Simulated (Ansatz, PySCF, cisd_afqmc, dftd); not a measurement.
Species: C₂H₃N, charge 0, singlet. C2H3N (acetonitrile, SMILES CC#N).
B3LYP-D3(BJ)/def2-TZVP minimum from Ansatz (a quantum-chemistry and plane-wave program):
```
C
H 1 1.0902
H 1 1.0902 2 108.78
H 1 1.0902 2 108.78 3 118.36
C 1 1.4544 2 110.15 3 -120.82
N 5 1.1493 3 150.78 1 180.00
```

Wanted: enthalpy of formation at 298 K (by atomisation, with ideal-gas terms from PySCF's Hessian at B3LYP-D3(BJ)/def2-TZVP and the atoms' measured values of the G2/97 table; no spin-orbit terms), in kcal/mol. UHF or UKS for unpaired electrons; spin-orbit terms are left out. Correlated methods leave the cores frozen. Rows without X2C or -DK are non-relativistic. AFQMC is phaseless with a CISD trial state; ± is one standard error, without the phaseless bias. Outlying blocks are dropped, and bars are widened where a walk drifts. Over all cases where full CI ran beside it in this data, AFQMC minus full CI had a median of +0.1 mEh and passed +0.4 mEh in a tenth of the cases. CBS(X,Y): correlation extrapolated as X^-3, Hartree-Fock from the larger set (Q,5: extrapolated as (X+1)exp(-9√X)). A bracket is a step between two methods taken in the basis named. The functionals are non-relativistic, so their misses hold any scalar relativity. '+ core + X2C': CCSD(T) terms for core correlation (cc-pwCVTZ) and scalar relativity (cc-pVTZ-DK). For partners of very few electrons the exact lower level stands in for a higher one.

Measured: 18.0 kcal/mol, 75.3 kJ/mol (G2/97 table in ASE (Curtiss et al.)); atomic spin-orbit terms, which the calculations lack, would raise the computed values.

```json
[
 {"level": "PBE-D3(BJ)/def2-TZVPD", "program": "Ansatz + dftd3", "enthalpy of formation at 298 K (kcal/mol)": "-2.8", "error against that value": "-20.8"},
 {"level": "PBE/def2-TZVPD", "program": "Ansatz", "enthalpy of formation at 298 K (kcal/mol)": "-1.0", "error against that value": "-19.0"},
 {"level": "B3LYP-D3(BJ)/def2-TZVPD", "program": "Ansatz + dftd3", "enthalpy of formation at 298 K (kcal/mol)": "15.5", "error against that value": "-2.5"},
 {"level": "r2SCANh/def2-TZVPD", "program": "Ansatz", "enthalpy of formation at 298 K (kcal/mol)": "26.7", "error against that value": "8.7"},
 {"level": "MP2/cc-pVDZ", "program": "Ansatz", "enthalpy of formation at 298 K (kcal/mol)": "54.6", "error against that value": "36.6"},
 {"level": "MP2/CBS(cc-pVTZ,cc-pVQZ)", "program": "Ansatz", "enthalpy of formation at 298 K (kcal/mol)": "4.9", "error against that value": "-13.1"},
 {"level": "CCSD(T)/CBS(cc-pVQZ,cc-pV5Z)", "program": "Ansatz", "enthalpy of formation at 298 K (kcal/mol)": "20.7", "error against that value": "2.7"},
 {"level": "CCSDT(Q)/cc-pVDZ", "program": "Ansatz", "enthalpy of formation at 298 K (kcal/mol)": "68.0", "error against that value": "50.0"},
 {"level": "CCSD(T)/CBS(cc-pVQZ,cc-pV5Z) + [AFQMC/CISD - CCSD(T)]/cc-pVDZ + core + X2C", "program": "Ansatz + cisd_afqmc", "enthalpy of formation at 298 K (kcal/mol)": "17.7 ± 0.3", "error against that value": "-0.3"},
 {"level": "CCSD(T)/CBS(cc-pVQZ,cc-pV5Z) + [CCSDT(Q) - CCSD(T)]/cc-pVDZ + core + X2C", "program": "Ansatz", "enthalpy of formation at 298 K (kcal/mol)": "17.4", "error against that value": "-0.6"}
]
```
